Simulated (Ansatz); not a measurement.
`CCOC(F)F` → `CC(O)(F)CF`  (isomerisation)

Program: Ansatz. Geometries: PBE0-D4/def2-TZVP. ΔE: electronic, gas phase. CBS: MP2 limit from def2 TZ/QZ plus the TZ coupled-cluster correction, frozen cores. DFT in def2-TZVPP. B3LYP here is the variant with VWN-RPA as its local correlation; programs differ in this. One conformer a species, not always the lowest.

| level | ΔE (kJ/mol) | difference from CCSD(T)/CBS |
| --- | --- | --- |
| PBE-D4 | -14.2 | 6.4 |
| r2SCAN-D4 | -14.7 | 5.9 |
| r2SCANh-D4 | -14.5 | 6.1 |
| r2SCAN0-D4 | -14.0 | 6.6 |
| ωB97X-V | -15.6 | 5.0 |
| B2PLYP | -12.9 | 7.7 |
| PBE-QIDH | -13.9 | 6.7 |
| PBE | -12.3 | 8.3 |
| r2SCAN | -14.4 | 6.2 |
| B3LYP | -10.6 | 10.0 |
| r2SCAN0 | -13.7 | 6.9 |
| CAM-B3LYP | -12.8 | 7.8 |
| HF/def2-TZVPP | -2.7 | 17.9 |
| MP2/def2-QZVPP | -19.6 | 1.0 |
| MP2/CBS(def2) | -21.8 | -1.2 |
| CCSD/CBS(def2) | -19.7 | 0.9 |
| CCSD(T)/CBS | -20.6 | 0 |

Largest T1 diagnostic among the species: 0.011.

Leaving LDA and LC-ωPBE aside and taking each functional with its dispersion term where it has one, the values, not all of them listed here, spread over 5.1 kJ/mol, from ωB97M-V to BHLYP-D4. LDA lies −4.1 kJ/mol from PBE without D4. The D4 term adds −3.2 kJ/mol with B3LYP and −1.5 kJ/mol with PBE0; it sums over pairs of atoms, weighted by their polarisabilities, and B3LYP, whose exchange is more repulsive, gets the larger term.
